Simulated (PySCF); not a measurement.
**C4H11P: calculation and literature**

Geometry:
| atom | x (Å) | y (Å) | z (Å) |
| --- | --- | --- | --- |
| C1 | 0.242 | 1.526 | 1.164 |
| P2 | 0.039 | 0.215 | 0.161 |
| C3 | 1.411 | -0.461 | -0.860 |
| C4 | -1.228 | 0.540 | -1.088 |
| C5 | -0.480 | -1.243 | 1.095 |
| H6 | 0.763 | 1.377 | 2.101 |
| H7 | 0.299 | 2.511 | 0.718 |
| H8 | 1.118 | -1.326 | -1.462 |
| H9 | 2.228 | -0.745 | -0.195 |
| H10 | 1.775 | 0.331 | -1.519 |
| H11 | -0.944 | 1.432 | -1.650 |
| H12 | -2.178 | 0.730 | -0.591 |
| H13 | -1.326 | -0.297 | -1.782 |
| H14 | -0.574 | -2.116 | 0.447 |
| H15 | 0.268 | -1.453 | 1.862 |
| H16 | -1.431 | -1.035 | 1.585 |

What is known from experiment: δ 13C C3/C4/C5 19.7; C1 -1.5 ppm (measured; solution; E. Pretsch, P. Bühlmann, M. Badertscher, Structure Determination of Organic Compounds, 4th ed., Springer 2009).

- coordinates at the PBE0-D3(BJ)/def2-TZVP level
- shielding tensors at B97-2/pcSseg-2 (GIAO)
- run in PySCF 2.14
- gas phase, no relativistic terms, one averaged value for each set of equivalent atoms, single conformer

**Question.** Set the calculated values beside the experiment.

**Answer.** 
Reference values: measured (solution; E. Pretsch, P. Bühlmann, M. Badertscher, Structure Determination of Organic Compounds, 4th ed., Springer 2009).
```tsv
atoms	quantity	reference	computed	computed, scaled
C3/C4/C5	δ 13C	19.7	20.5	17.7
C1	δ 13C	-1.5	-9.5	-11.3
```

Computed shifts are σ(ref) − σ with the named reference compound (TMS for H and C) calculated as an isolated molecule at the same level. The measured values may be among those fitted. Empirical linear scaling, fitted to shifts measured mostly in CDCl3 for H and C (δ vs TMS): 13C: δ = 176.90 − 0.966σ (rms 2.0 ppm, 686 shifts, 2.1 ppm with the 3 outliers that the fit left out). A few per cent of atoms miss by over 2 rms, more outside the fitted compound classes.

**Question.** How far are the unscaled 13C shifts from the references?

**Answer.** Mean signed difference -3.60 ppm, mean absolute 4.40 ppm over 2 comparisons; the largest is -8.0 ppm at C1 (carbon double-bonded to a heavier main-group atom).

The carbons averaged at δ 20.5 differ by 10 ppm in this conformer.
